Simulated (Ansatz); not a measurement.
System: wurtzite AlN. Method: BLYP (plane waves, PAW; Ansatz, a program for electronic structure).

Total energies, extrapolated to zero smearing (they compare only within this program, potentials and cutoff; free atoms with spin allowed, lowest state found):

| system | energy (eV/atom) |
|---|---|
| wurtzite AlN, relaxed | -464.5674 |
| free Al atom | -538.0969 |
| free N atom | -380.3003 |

Work out the cohesive energy per atom.

E_coh = [1 × (-538.0969) + 1 × (-380.3003)]/2 − (-464.5674) = 5.37 eV/atom. The reference value is 5.85 ± 0.03 eV/atom (worked out here from tabulated enthalpies at 298 K, copied from a table, unchecked, brought to a static lattice with a Debye model, atoms in their spin–orbit ground levels; inputs from the CRC Handbook), a difference of -0.48 eV/atom.

The PAW data were made under PBE.
